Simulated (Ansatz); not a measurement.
A nudged elastic band was laid between two geometries of CH$_{3}$OSi (6 atoms, charge 1, multiplicity 1).

Theory: RKS B3LYP-D4/def2-SVP (Ansatz 0.2.0).

```json
{
 "movable images": "5",
 "climbing image": "yes",
 "spring": "5.0 eV/Å²",
 "optimiser": "quadratic models (default)",
 "start path": "IDPP",
 "force threshold": "0.05 eV/Å",
 "iteration limit": "60",
 "end points": "relaxed"
}
```

Initial state:

```xyz
6
Properties=species:S:1:pos:R:3
C -0.863 -0.701 -1.037
Si 0.077 0.392 -0.036
O 0.706 -0.251 1.283
H -1.782 -1.170 -1.406
H 0.385 1.712 -0.609
H 1.478 0.018 1.805
```

Final state:

```xyz
6
Properties=species:S:1:pos:R:3
C -0.915 -0.721 -0.781
Si 0.123 0.517 -0.129
O 1.105 0.272 1.107
H -1.735 -1.386 -1.067
H 0.201 1.792 -0.846
H 1.222 -0.474 1.716
```

(1) Which bonds break or form, and what moves?

(2) Give the energies along the band, and the barrier.

(3) What is the geometry of the highest image?

(4) What are the harmonic wavenumbers there?

Results:

(1) No bond is made or broken. The dihedral H5–Si2–O3–H6 goes from -13 to 179°.

(2) The forces met the threshold. The highest image is number 3 of 0 to 6, 0.047 eV above the first end and 0.070 eV above the last; the last end lies 0.023 eV below the first. A vibrational analysis at the climbing image gives one clearly imaginary mode, 312i cm⁻¹: a first-order saddle point. Limits of this set-up: the dipole of an ion depends on the origin.

```csv
image,path coordinate (Å),energy (eV),dihedral H5–Si2–O3–H6 (°)
0,0.00,0.000,-13
1,0.23,0.009,-35
2,0.45,0.031,-63
3,0.68,0.047,-97
4,0.88,0.029,-128
5,1.07,-0.007,-156
6,1.27,-0.023,179
```

(3) 
```xyz
6
Properties=species:S:1:pos:R:3:forces:R:3
C -0.892 -0.731 -0.853 -0.01 0.02 0.02
Si 0.083 0.503 -0.107 -0.01 -0.01 -0.02
O 0.720 0.165 1.311 0.00 0.01 0.02
H -1.679 -1.407 -1.201 0.01 -0.01 -0.01
H 0.279 1.769 -0.824 0.00 0.00 0.00
H 1.489 -0.299 1.674 0.00 0.00 -0.01
```

(4) 312i, 184, 194, 415, 547, 711, 876, 943, 1089, 2350, 3262, 3843 cm⁻¹.

Time of the run: 2.3 min on 1 thread of Intel(R) Xeon(R) Platinum 8259CL CPU @ 2.50GHz (Skylake/Cascade Lake), with other jobs on the host, peak memory 0.13 GiB.
